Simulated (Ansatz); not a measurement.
## One elementary step

Start structure (C2H6Cl, doublet), relaxed at PBE0-D4/def2-TZVP:

```csv
atom,x (Å),y (Å),z (Å)
H1,0.5528,-0.1401,-0.7061
C2,0.6658,0.7257,-1.3558
Cl3,-0.3264,2.0451,-0.7052
C4,-0.7216,-1.0447,1.6166
H5,0.3192,0.4957,-2.3605
H6,1.7029,1.0519,-1.3786
H7,0.1120,-1.2646,2.2678
H8,-0.9627,-0.0196,1.3723
H9,-1.3422,-1.8495,1.2495
```

The step: CH₃Cl ([CH3][Cl]) + CH₃ → CH₂Cl ([CH2][Cl]) + CH₄; bonds formed: H1–C4; bonds broken: H1–C2. Computed with Ansatz 0.2.0 (basis: def2-TZVPP and def2-QZVPP); correlated methods freeze the cores; orbitals are unrestricted. Extrapolation: Hartree–Fock as exp(−7.88 √X), correlation as X^−2.97. Energies below are by CCSD(T) at an estimated basis limit (MP2 extrapolated from triple and quadruple zeta, plus CCSD(T) − MP2 in triple zeta).

Task: What are the electronic barrier and the energy of the step, from the start structure to the end structure? (To be estimated.)

Result: The calculation gives: Barrier 67.6 kJ/mol; step energy -18.9 kJ/mol (downhill); reverse barrier, their difference, 86.5 kJ/mol. Barrier and step energy count from the start structure, the reverse barrier from the end structure.

The saddle point: One imaginary mode of 1612i cm⁻¹.
```
 pair  start (Å)  saddle (Å)  end (Å)
H1–C4       2.80        1.37     1.09
H1–C2       1.09        1.31     3.16
```

Zero-point energy (harmonic, PBE0-D4): ZPE is 180.6 kJ/mol at the start and 174.1 kJ/mol at the saddle, so the barrier goes from 67.6 to 61.1 kJ/mol.

T1 diagnostic: at most 0.014. ⟨S²⟩ of the unrestricted Hartree–Fock references: 0.76 to 0.79 (a pure state has 0.75). The end structure is not quite a true minimum (one mode of 28i cm⁻¹).

Labels in which every atom is bracketed show which atoms are joined, not bond orders.

For scale, one of the runs: CCSD(T)/def2-TZVPP, 188 basis functions, launched by `ansatz run in.yaml --threads 4 --pin off --events-out ev --progress --plain --max-ram 9574MiB`. Time: 64 s of wall clock on 4 CPU threads of a Oxide Virtual Turin-like; the host was shared. Peak host memory: 5.1 GiB.
